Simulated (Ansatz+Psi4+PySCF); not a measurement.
## singlet HF: levels of theory in one basis

```yaml
atoms:
  - { symbol: F, position_ang: [0.0000, 0.0000, 0.1121] }
  - { symbol: H, position_ang: [0.0000, 0.0000, -1.0086] }
```

Basis set: cc-pVTZ (spherical functions). Left uncorrelated: 1 orbital. Charge 0, multiplicity 1.

Computed with Ansatz (development build ahead of 0.2.0) and Psi4 1.11; each method stands on the lowest determinant of its kind that the runs found.

```
     method  E − E(RHF) (eV)  <S²> of the determinant
        RHF             0.00                     0.00
    RHF-MP2            -7.66                        –
   RHF-CCSD            -7.69                        –
RHF-CCSD(T)            -7.89                        –
```

Caution: stretched shape with no unrestricted run beside it, a lower state can exist.
